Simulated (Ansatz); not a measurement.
**A barrier at the coupled-cluster level**

Start structure (AlNH$_{4}$, closed shell), relaxed at PBE0-D4/def2-TZVP:

Al1  (-0.358, 0.575, -0.476)
N2  (0.405, -0.652, 0.540)
H3  (-0.061, 0.537, -2.031)
H4  (-1.293, 1.643, 0.226)
H5  (0.290, -0.726, 1.537)
H6  (1.017, -1.378, 0.204)
(Å)

The step: AlNH₄ ([NH2][AlH2]) → AlH + NH₃ (still joined by a long Al–N bond); bonds formed: N2–H3; bonds broken: Al1–H3; bonds weakened to dative contacts: Al1–N2. Program: Ansatz 0.2.0. Basis: def2-TZVPP and def2-QZVPP. Cores are frozen in the correlated methods. Extrapolation: Hartree–Fock as exp(−7.88 √X), correlation as X^−2.97. Energies below are by CCSD(T) at an estimated basis limit (MP2 extrapolated from triple and quadruple zeta, plus CCSD(T) − MP2 in triple zeta).

(1) What are the electronic barrier and the energy of the step, from the start structure to the end structure? (Judge from chemistry; the value comes from the calculation.)

The T1 diagnostic stays at or below 0.020. The restricted Hartree–Fock reference is unstable towards an unrestricted one at one or more of these structures. A large double-excitation amplitude points to some diradical character; no triplet was computed.

Answers

(1) By the calculation: Barrier 3.152 eV; step energy 1.570 eV (uphill); reverse barrier, their difference, 1.582 eV. Barrier and step energy count from the start structure, the reverse barrier from the end structure.

The saddle point: One imaginary mode of 1465i cm⁻¹.
```csv
pair,start (Å),saddle (Å),end (Å)
N2–H3,2.87,1.45,1.02
Al1–N2,1.77,1.90,2.22
Al1–H3,1.58,1.71,2.73
```

Zero-point energy (harmonic, PBE0-D4): ZPE is 1.056 eV at the start and 0.999 eV at the saddle, so the barrier goes from 3.152 to 3.095 eV.

First-order rate constant out of the start structure at 698 K by transition-state theory, with harmonic vibrational free energies alone and no tunnelling: ΔA‡ = 3.127 eV, so k = (kB T/h) exp(−ΔA‡/kB T) ≈ 10^-9 s⁻¹ (an order of magnitude at best: rotation, the number of equivalent paths and anharmonicity are left out).

Labels in which every atom is bracketed show which atoms are joined, not bond orders.

For scale, one of the runs: CCSD(T)/def2-TZVPP, 129 basis functions, launched by `ansatz run in.yaml --threads 2 --pin off --events-out ev --progress --plain --max-ram 4352MiB`. Hardware: 2 CPU threads of an Arm Neoverse V2, shared host. Wall time about 3.6 s.
